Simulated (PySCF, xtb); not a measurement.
C3H4, SMILES C#CC.

Harmonic wavenumbers (cm⁻¹) from GFN2-xTB (xtb) at its own minimum, in rising order: 297, 297, 645, 645, 997, 1033, 1033, 1388, 1456, 1456, 2304, 3004, 3004, 3012, 3401.

Problem. What does PySCF 2.14.0 with PBE-D3(BJ)/def2-TZVP give at its own minimum? (Estimate from the structure and the level; the computed values follow.)

Solution. 332, 332, 608, 608, 940, 1012, 1012, 1359, 1423, 1423, 2166, 2966, 3030, 3030, 3404. Paired by order, the mean absolute difference is 37 cm⁻¹ and the zero-point energies are 34.3 and 33.8 kcal/mol.
